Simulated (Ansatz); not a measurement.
Worked example: a bond strength in SiH4O2 (SMILES O[SiH2]O)

SiH4O2: 7 atoms, total charge 0, spin state singlet. As SMILES, `O[SiH2]O`. Geometry: optimised at wB97X-V/def2-SVP. This is one conformer, not always the lowest.

```xyz
7

O    -1.3997   -0.2542   -0.3574
Si    0.0520    0.4274    0.0802
O     1.2856   -0.6824    0.1817
H    -1.4625   -0.6131   -1.2493
H     0.5203    1.4052   -0.9360
H    -0.2204    1.0574    1.3981
H     1.2246   -1.3404    0.8827
```

Wanted: the dissociation energy of the Si2–O1 bond into doublet SiH3O and doublet OH (shapes relaxed at wB97X-V/def2-SVP, no zero-point term). 1 Eh = 2625.50 kJ/mol = 27.2114 eV. Totals in Eh; open shells run unrestricted unless said.

| level | program | SiH4O2 | doublet SiH3O | doublet OH |
| --- | --- | --- | --- | --- |
| HF/def2-TZVP | Ansatz | -441.167502 | -365.583179 | -75.421879 |
| B2PLYP/def2-TZVP, 7 core orbitals frozen | Ansatz | -442.298392 | -366.370676 | -75.716277 |
| MP2/def2-TZVP, 7 core orbitals frozen | Ansatz | -441.765255 | -365.923765 | -75.617567 |

**Question.** Work out the dissociation energy at each level.

**Answer.** 
1. HF/def2-TZVP: (-365.583179) + (-75.421879) − (-441.167502) = 0.162444 Eh = 426.5 kJ/mol = 4.42 eV.
2. B2PLYP/def2-TZVP: (-366.370676) + (-75.716277) − (-442.298392) = 0.211439 Eh = 555.1 kJ/mol = 5.75 eV.
3. MP2/def2-TZVP: (-365.923765) + (-75.617567) − (-441.765255) = 0.223923 Eh = 587.9 kJ/mol = 6.09 eV.

The levels span 426 to 588 kJ/mol; no measured value is set beside them. Hartree–Fock lacks the correlation of the bonding electrons, so it comes out low. A bond enthalpy at 298 K also holds the loss of zero-point energy and thermal terms.
